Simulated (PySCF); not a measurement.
Two structures of C2H8Si, closed shell, reached by relaxing down either side of one saddle point (PBE0-D4/def2-TZVP). Energies are electronic, without zero-point energy. PySCF 2.14 with density fitting (its default auxiliary sets; JK sets also for MP2 and CCSD(T)); basis: def2-TZVPP and def2-QZVPP; cores frozen in the correlated methods. Extrapolation: Hartree–Fock as exp(−7.88 √X), correlation as X^−2.97. First:

Si1  (-0.711, -0.107, -0.101)
C2  (0.548, -1.477, 0.103)
H3  (-1.410, -0.263, -1.409)
H4  (-1.743, -0.217, 0.970)
C5  (0.096, 1.581, -0.021)
H6  (0.071, -2.459, 0.058)
H7  (1.304, -1.432, -0.685)
H8  (1.060, -1.395, 1.066)
H9  (0.844, 1.692, -0.809)
H10  (-0.644, 2.375, -0.143)
H11  (0.594, 1.729, 0.941)
(Å)

Second:

```xyz
11
angstrom
Si -1.4472 0.6747 -0.2273
C 0.3440 -1.7075 -0.2417
H -0.4689 -1.2544 -0.8381
H -1.5702 0.2505 1.2356
C 0.1216 1.7148 0.0156
H 0.1510 -2.7790 -0.2133
H 1.2880 -1.4983 -0.7417
H 0.3608 -1.3145 0.7729
H 0.5897 2.0103 -0.9250
H -0.2384 2.6353 0.5018
H 0.8713 1.2859 0.6835
```

Which bonds change from the first to the second?

C₂H₈Si (C[SiH2]C) → CH₄Si ([CH3][SiH]) + CH₄; bonds formed: C2–H3; bonds broken: Si1–C2, Si1–H3.

Give the saddle point's structure and its height above each. (To be estimated.)

The calculation gives: 3.259 eV above the first and 0.965 eV above the second (CCSD(T) at an estimated basis limit (MP2 extrapolated from triple and quadruple zeta, plus CCSD(T) − MP2 in triple zeta)).
```
11
angstrom
Si -1.1537 0.2068 -0.2423
C 0.4262 -1.3804 -0.2096
H -0.5999 -0.8640 -1.1687
H -1.6909 -0.4189 1.0007
C 0.0575 1.5862 0.1936
H -0.0034 -2.3595 -0.0095
H 1.1329 -1.4242 -1.0388
H 0.9260 -0.9851 0.6729
H 0.7681 1.7236 -0.6256
H -0.4795 2.5300 0.3161
H 0.6167 1.3859 1.1113
```

T1 diagnostic: at most 0.014. The restricted Hartree–Fock reference is unstable towards an unrestricted one at one or more of these structures.

Losses and insertions of silylenes and their heavier kin drive the gas-phase chemistry of silicon and germanium vapour deposition.

Labels in which every atom is bracketed show which atoms are joined, not bond orders.

For scale, one of the runs: CCSD(T)/def2-TZVPP, 216 basis functions, launched by `OMP_NUM_THREADS=4 python run.py`. Hardware: 4 CPU threads of an Intel Xeon, shared host. Wall time 11 min; peak host memory 2.9 GiB.
